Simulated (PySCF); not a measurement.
Excitations are Tamm–Dancoff values on a coarser integration grid. The basis has no diffuse functions, so Rydberg states are missing or too high.

Cartesian coordinates (Å):
```xyz
5

F      1.5005    -0.2903     0.3475
Si     0.0000     0.0000     0.0000
F     -0.1100     1.3858    -0.7239
F     -0.5454    -1.1268    -0.9431
F     -0.8452     0.0313     1.3196
```
Charge 0, multiplicity 1.

**Question.** Estimate the HOMO, dipole moment, S1 excitation (TDA), HOMO–LUMO gap and brightest of the four lowest singlets (TDA) that PBE-D3(BJ)/def2-TZVP // B3LYP-D3(BJ)/def2-TZVP (PySCF 2.14.0) returns for this input.

**Answer.** 
- HOMO: -10.58 eV
- dipole moment: 0.00 D
- S1 excitation (TDA): 10.10 eV
- HOMO–LUMO gap: 9.98 eV
- brightest of the four lowest singlets (TDA): 11.24 eV
